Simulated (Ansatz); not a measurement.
How far a parabola holds: energy against volume of rock-salt HfC

System: rock-salt HfC. Method: LDA (Ansatz, a first-principles code, PAW). Numerical settings: plane-wave cutoff 520 eV, 20×20×20 k mesh, Fermi–Dirac smearing 0.05 eV, scalar-relativistic PAW data made under PBE. The cell has no free parameter but its volume, all volumes share cutoff and mesh, and the runs aren't spin-polarised. Energies are free energies at the run's smearing, counted from the lowest row; static lattice.

| V (Å³/atom) | E (meV/atom) |
|---|---|
| 11.234 | ? |
| 11.473 | 16.65 |
| 11.712 | 4.02 |
| 11.951 | 0.00 |
| 12.190 | 3.79 |
| 12.430 | 14.64 |

Fit E of the 5 rows that show it with a parabola. With u = V - 11.95, the rows have u = -0.47700, -0.23800, 0.00100, 0.24000, 0.48000. Least squares gives E = 0.003 - 1.968·u + 68.326·u². Residuals (row less fit): 0.162, -0.322, -0.001, 0.324, -0.161; standard error 0.361 (degrees of freedom: 2). The fitted curve has its minimum at V = 12.0, where E = -0.01. Its curvature is d²E/dV² = 2 × 68.326 meV/Å⁶, so B = V0·d²E/dV² × 0.1602 = 262 GPa.

Q: Predict the withheld E at V = 11.234 from the fit, and compare with the calculation.

A: u = -0.71600, so E = 0.003 - 1.968 × (-0.71600) + 68.326 × (-0.71600)² = 36.440 meV/atom. The calculation gives 38.80 meV/atom, 2.360 meV/atom above the prediction (6.1 % of the range of E in the table). The row lies outside the fitted rows, so this is an extrapolation. From the scatter of the fitted rows alone, a prediction at this place has a standard error of 0.853 meV/atom, so the miss is 2.8 times that.

The residuals are curvature that a parabola lacks, not noise. A solid that stiffens under compression and softens on expansion lies above the parabola at the compressed end and under it at the expanded end, as this row does. A third-order Birch-Murnaghan fit to the whole scan has B0 = 261 GPa. Only scans are tabulated whose curvature falls smoothly with volume, and where the parabola meets the shown rows within 5 % of their range and misses the end by 0.1 meV or more.

Measured, for comparison: bulk modulus 242 GPa (room temperature, no zero-point or thermal correction, sources range from 242 to 286; as tabulated in Synthesis of Binary Transition Metal Nitrides, Carbides and Borides from the …). Computed less measured: bulk modulus +8 % (inside the range of the sources held).

Spin–orbit coupling is not included.
